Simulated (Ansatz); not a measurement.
Tetradymite Bi₂Te₃ was calculated with PBEsol-D3(BJ) (plane waves, PAW; Ansatz, a quantum-chemistry and plane-wave program).

Numerical settings: plane-wave cutoff 520 eV, 10×10×10 k mesh, Fermi–Dirac smearing 0.01 eV, scalar-relativistic PAW data made under PBE.

Shape and atoms are relaxed at each volume.

Pressure at four volumes; x = ln(V/31.837 Å³). One pressure is withheld.

```
V (Å³/atom)        x  P (GPa)
-----------  -------  -------
30.564       -0.0408     2.22
31.837        0.0000     0.00
32.474        0.0198    -0.89
33.111        0.0392        ?
```

### Question
Pass a parabola P(x) through the three rows shown, estimate the bulk modulus and its pressure derivative near zero pressure, and predict the withheld pressure.

### Answer
Slopes between the rows: (0.00 − (2.22))/(0.0000 − (-0.0408)) = -54.41 and (-0.89 − (0.00))/(0.0198 − (0.0000)) = -44.95 GPa. Their difference over the span 0.0606 is c = 9.46/0.0606 = 156.1 GPa, so P(x) = 2.22 + (-54.41)(x − (-0.0408)) + 156.1 (x − (-0.0408))(x − (0.0000)). At the middle row B = −dP/dx = −[-54.41 + 156.1 × 0.0408] = 48.0 GPa, and B′ = dB/dP = 2c/B = 6.5. At x = 0.0392 the parabola gives -1.64 GPa; the run gives -1.64 GPa. The Birch–Murnaghan fit to the energies at all volumes has B0 = 47.7 GPa and B′ = 6.5.

Measured, for comparison: bulk modulus 37 GPa (temperature not stated, not corrected to a static lattice, our sources range from 32.5 to 39.5; as tabulated in Toher et al. (2017), arXiv:1611.05714). Computed (rounded) less measured: bulk modulus not scored (sources differ).

Note: the bulk modulus comes from volumes at which shape and atoms were relaxed.

Spin–orbit coupling is not included; it can shift volumes and moduli of such heavy elements.
